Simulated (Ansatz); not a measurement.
We consider rock-salt SnTe (cubic form, which distorts at low temperature), described by PBEsol (PAW; Ansatz, a first-principles code).

Settings: plane-wave cutoff 520 eV, 20×20×20 k mesh, scalar-relativistic PAW data made under PBE.

The cell has the measured lattice: a = b = c = 6.3160 Å, α = β = γ = 90.00°.

Task: Give the computed elastic constant C11, polycrystal shear modulus (Hill average), elastic constant C44 and elastic constant C12.

Result: 
* **elastic constant C11**: 130 GPa
* **polycrystal shear modulus (Hill average)**: 30.5 GPa
* **elastic constant C44**: 17.6 GPa
* **elastic constant C12**: 1.63 GPa

Measured, for comparison: elastic constant C11 109 GPa, elastic constant C44 9.69 GPa, elastic constant C12 2.1 GPa (temperature not stated, no zero-point or thermal correction; as tabulated in Oses et al. (2018), arXiv:1811.08464). Computed (rounded) less measured: elastic constant C11 +19 %, elastic constant C44 +82 %, elastic constant C12 -22 %.

Note: symmetry holds this phase in the static calculation, where it need not be a minimum; the cell isn't this level's own, so it is under some stress, which shifts stiffness and frequencies.

Elastic constants are with the ions relaxed.

Spin–orbit coupling is not included.

Computed values are for the static lattice.

Cost on a shared machine: roughly 7 core-minutes.
